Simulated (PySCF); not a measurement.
Method: TPSSh-D3(BJ)/def2-TZVP // PBE0-D3(BJ)/def2-TZVP (PySCF). All species are isolated molecules in the gas phase. 

Reference species (SMILES): `[CH3]` (neutral, multiplicity 2).

| Property | Value |
|---|---|
| highest occupied spin orbital | -6.06 eV |

Changed species: `[O]C=O` (radical fragment; the reference has radical fragment).

What does the change do to the highest occupied spin orbital?

the highest occupied spin orbital falls by 2.33 eV, to -8.39 eV.
